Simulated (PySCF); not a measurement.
Gas-phase reaction: Si₂N + CN ⇌ 2 SiN + C, at 800 K and a standard pressure of 1 bar. Level: r2SCAN/def2-TZVP†.

Method: PySCF energies plus ideal-gas RRHO corrections (1 bar). † marks an energy on the PBE0/def2-TZVP geometry and frequencies. Open shells (unrestricted): Si₂N (multiplicity 2, electronic degeneracy 4), CN (multiplicity 2), SiN (multiplicity 2), C (multiplicity 3, electronic degeneracy 9). Spin-orbit splitting is ignored; it lowers the true energy and changes the entropy of Si₂N, C. The harmonic model lacks anharmonicity and excited electronic states, which grow with temperature; levels with a mode under 35 cm⁻¹ are left out.

| species | E (Ha) | H(800 K) − E (kJ/mol) | S°(800 K) (J/mol/K) |
|---|---|---|---|
| Si₂N | -633.64092 | 52.7 | 314.0 |
| CN | -92.69764 | 36.9 | 232.0 |
| SiN | -344.09054 | 32.3 | 248.6 |
| C | -37.83294 | 16.6 | 178.6 |
E: electronic energy; H − E holds the zero-point and thermal terms. 1 Ha = 2625.5 kJ/mol.

Problem. Work out ΔH°, ΔS°, ΔG° and log10 K from these numbers.

Solution. 1. ΔE = 2×(-344.09054) + 1×(-37.83294) − 1×(-633.64092) − 1×(-92.69764) = 0.32454 Ha = 852.1 kJ.
2. Δ(H − E) = 2×(32.3) + 1×(16.6) − 1×(52.7) − 1×(36.9) = -8.4 kJ, so ΔH° = 843.7 kJ.
3. ΔS° = 2×(248.6) + 1×(178.6) − 1×(314.0) − 1×(232.0) = 129.8 J/K; the number of gas molecules changes by +1.
4. ΔG° = ΔH° − TΔS° = 843.7 − 800×(129.8)/1000 = 739.9 kJ.
5. log10 K = −ΔG°/(RT ln 10) = -48.30, with RT ln 10 = 15.32 kJ/mol; at standard pressures the reactants are favoured.
6. A shift of 10 kJ in ΔE would move log10 K by 0.65 here.
For scale, ΔH°(298 K) is 844 kJ at this level, 845 kJ at ωB97M-V/def2-TZVP†, and runs from 827 to 948 kJ over the 13 levels computed; the NASA 1993 table gives 624 kJ (entries not checked at source). After a fit of one offset per element over all species, the range-separated, M06-2X, PBE0/def2-QZVP and CCSD(T)/def2-TZVPP enthalpies, where run, lie to one side of the table for Si₂N (-17 kJ/mol), CN (+32 kJ/mol), SiN (+118 kJ/mol): a fault of the table's entry, another state or a shared error of the levels is possible; this was not checked at source.
